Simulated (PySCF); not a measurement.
Stretching PN

Set-up: basis P def2-TZVPP, N def2-TZVPP; no relativity; PySCF 2.14. Energies in eV from P + N in their ground configurations at the same level. All curves are PBE0. state 1: ¹Σ⁺ (singlet), closed shell; state 2: triplet, unpaired electrons π ↑↑, a mixture of terms (⟨Lz²⟩ = 2.0), a second solution, started from another occupation; state 3: ⁵Σ⁺ (quintet), unpaired electrons π ↑↑↑↑, a second solution, started from another occupation.

```json
{"R (Å)": "1.274", "state 1": "-3.711", "state 2": "1.854", "state 3": "7.969"}
{"R (Å)": "1.334", "state 1": "-4.964", "state 2": "0.029", "state 3": "5.419"}
{"R (Å)": "1.393", "state 1": "-5.662", "state 2": "-1.216", "state 3": "3.496"}
{"R (Å)": "1.438", "state 1": "-5.910", "state 2": "-1.856", "state 3": "2.378"}
{"R (Å)": "1.482", "state 1": "-5.978", "state 2": "-2.302", "state 3": "1.480"}
{"R (Å)": "1.526", "state 1": "-5.904", "state 2": "-2.591", "state 3": "0.765"}
{"R (Å)": "1.586", "state 1": "-5.640", "state 2": "-2.784", "state 3": "0.043"}
{"R (Å)": "1.660", "state 1": "-5.122", "state 2": "-2.800", "state 3": "-0.573"}
{"R (Å)": "1.749", "state 1": "-4.332", "state 2": "-2.601", "state 3": "-1.006"}
{"R (Å)": "1.867", "state 1": "-3.149", "state 2": "-2.179", "state 3": "-1.233"}
```

Question: Put a parabola through the three lowest points of the state 1 curve and estimate Re, k and ωe (reduced mass 9.643 u; 1 eV/Å² = 0.16022 mdyn/Å; ωe = 1302.8·√(k/μ) cm⁻¹).

Answer: Through R = 1.438, 1.482, 1.526 Å the second-order coefficient is 36.7 eV/Å², so Re ≈ 1.481 Å, k ≈ 11.8 mdyn/Å and ωe ≈ 1438 cm⁻¹. A polynomial fit of higher order to the unrounded PBE0 energies gives Re = 1.479 Å, k = 11.6 mdyn/Å, ωe = 1428 cm⁻¹; anharmonicity and rounding make the difference.

The higher-order fit for each curve: state 1: Re = 1.479 Å, ωe = 1428 cm⁻¹, De = 5.98 eV; state 2: Re = 1.627 Å, ωe = 1029 cm⁻¹, minimum 2.82 eV below the ground-state fragments; state 3: Re = 1.909 Å, ωe = 640 cm⁻¹, minimum 1.25 eV below the ground-state fragments.

⟨S²⟩ of the unrestricted solution departs from its pure value on part of the curve, where spin states mix.
